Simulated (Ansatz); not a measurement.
# Al₂H (sextet): wave-function methods side by side, cc-pVDZ

How much of the correlation energy of Al₂H (sextet) does each wave-function method recover here?

Method: cc-pVDZ, core rule «outside noble gas», up to 10 orbitals frozen; program: Ansatz 0.2.0, Gaussian basis.

Plan: UHF; CCSD(T) on ROHF; CCSD(T) on UHF; BCCD(T) on ROHF; CISD; CCSDT(Q) on ROHF; CCSDT(Q) on UHF; CISDTQ; CCSDTQ on ROHF; CCSDTQ on UHF.

6 further runs of the same task are left out: 3 for a known fault of the program, 1 that didn't finish, 2 set aside as unsound or not needed.

**1. What is computed**

The geometry is a PBE0/def2-TZVP stationary point (not a proven minimum) of the parent state, kept for this charge and spin.

3 atoms, charge 0, spin multiplicity 6.

Atoms are counted from 1 here; the program's logs count them from 0.

Bond lengths: Al1–Al2 2.360 Å, Al1–H3 1.583 Å. Angles: Al2–Al1–H3 180.0°.

**2. UHF**

Input file in.yaml:

```yaml
crystal:
  periodic: [false, false, false]
  atoms:
    - {symbol: Al, position_ang: [0.000000, 0.000000, 0.259056]}
    - {symbol: Al, position_ang: [0.000000, 0.000000, -2.101360]}
    - {symbol: H, position_ang: [0.000000, 0.000000, 1.842303]}
basis:
  gaussian: {orbitals: cc-pVDZ}
magnetization: {spin_polarized: true, initial_magnetization: 5}
hamiltonian: {xc: hf}
output: {orbitals: {seedname: orbitals}}
```

Started as:

```console
$ ansatz run in.yaml --threads 1 --pin off --events-out ev --progress --plain --max-ram 2816MiB --backend cpu
```

Further steps of the session: CCSD(T) on ROHF; CCSD(T) on UHF; BCCD(T) on ROHF; CISD; CCSDT(Q) on ROHF; CCSDT(Q) on UHF; CISDTQ; CCSDTQ on ROHF; CCSDTQ on UHF.

**Question.** What will the summary of the whole plan be? Wanted: UCCSDTQ below the RHF energy; RMP2 from UCCSDTQ; UMP2 from UCCSDTQ; RCCSD from UCCSDTQ; RCCSD(T) from UCCSDTQ; UCCSD(T) from UCCSDTQ; RCCSDT(Q) from UCCSDTQ; UCCSDT(Q) from UCCSDTQ; T1 diagnostic.

The runs gave:

| quantity | value |
| --- | --- |
| UCCSDTQ below the RHF energy | -2.2865 eV |
| RMP2 from UCCSDTQ | +769.3 meV |
| UMP2 from UCCSDTQ | +768.7 meV |
| RCCSD from UCCSDTQ | +125.9 meV |
| RCCSD(T) from UCCSDTQ | +46.7 meV |
| UCCSD(T) from UCCSDTQ | +46.6 meV |
| RCCSDT(Q) from UCCSDTQ | +1.4 meV |
| UCCSDT(Q) from UCCSDTQ | +0.2 meV |
| levels within 1 kcal/mol (43 meV) | RCCSDT, UCCSDT, CISDTQ, RCCSDT(Q), UCCSDT(Q), RCCSDTQ |
| T1 diagnostic | 0.052 |

What this shows: RCCSD(T) lands +46.7 meV from the yardstick (2.0 % of the correlation energy). These misses are within one basis, not against nature; the frozen cores of restricted and unrestricted runs differ, which can shift their rows.
